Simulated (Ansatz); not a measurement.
# CH3B (triplet): from Hartree-Fock to the top rungs at a displaced geometry (v2), cc-pVDZ

An exercise on one series of results from a longer session: the logs are not shown, and one member is left open.

Method: cc-pVDZ, core rule «outside noble gas», up to 2 orbitals frozen; program: Ansatz 0.2.0, Gaussian basis.

The runs, in order: UHF; CCSD(T) on ROHF; CCSD(T) on UHF; BCCD(T) on ROHF; CISD; CCSDT(Q) on ROHF; CCSDT(Q) on UHF.

22 further runs of the same task are left out: 1 for a mislabelled method, 6 that didn't finish, 15 set aside as unsound or not needed.

## What is computed

The geometry is a PBE0/def2-TZVP stationary point (not a proven minimum) with its atoms shifted at random (size 0.100 Å).

5 atoms, charge 0, spin multiplicity 3.

Atoms are counted from 1 here; the program's logs count them from 0.

Bond lengths: B1–C2 1.510 Å, B1–H3 1.183 Å, C2–H4 1.021 Å, C2–H5 1.230 Å. Angles: C2–B1–H3 127.8°, B1–C2–H4 123.5°, B1–C2–H5 121.9°, H4–C2–H5 111.4°.

The first run:

Contents of in.yaml:

```yaml
crystal:
  periodic: [false, false, false]
  atoms:
    - {symbol: B, position_ang: [0.084481, -0.162746, 0.818619]}
    - {symbol: C, position_ang: [-0.080393, 0.081353, -0.662288]}
    - {symbol: H, position_ang: [-0.003773, 0.623712, 1.698302]}
    - {symbol: H, position_ang: [0.079336, 0.986959, -1.104941]}
    - {symbol: H, position_ang: [-0.023723, -0.834501, -1.481848]}
basis:
  gaussian: {orbitals: cc-pVDZ}
magnetization: {spin_polarized: true, initial_magnetization: 2}
hamiltonian: {xc: hf}
output: {orbitals: {seedname: orbitals}}
```

Launch:

```sh
$ ansatz run in.yaml --threads 1 --pin off --events-out ev --progress --plain --max-ram 2393MiB
```

Steps of the session up to this table: UHF; CCSD(T) on ROHF; CCSD(T) on UHF; BCCD(T) on ROHF; CISD; CCSDT(Q) on ROHF; CCSDT(Q) on UHF.

One table of the session follows, with a row left open; its other results are not shown here.

It belongs to the step «Misses and costs». 

```
   method  from UCCSDT(Q) (meV)
     ROHF               +5944.7
      UHF               +5853.4
     RMP2               +1053.7
     UMP2               +1062.7
     CISD                +505.2
    RCCSD                     ?
    UCCSD                +164.5
 RCCSD(T)                 +29.6
 UCCSD(T)                 +29.2
  BCCD(T)                 +29.6
   RCCSDT                  +7.1
   UCCSDT                  +6.5
RCCSDT(Q)                  +0.7
UCCSDT(Q)                     0
```

**Question.** Estimate the row for RCCSD.

**Answer.** from UCCSDT(Q) (meV): +166.4. In the column «from UCCSDT(Q) (meV)» it lies between UCCSD (+164.5) and CISD (+505.2).

To keep in mind: Restricted and unrestricted rows rest on different reference determinants; where their highest levels disagree by more than a few hundredths of an eV, they describe different states and don't form one ladder.
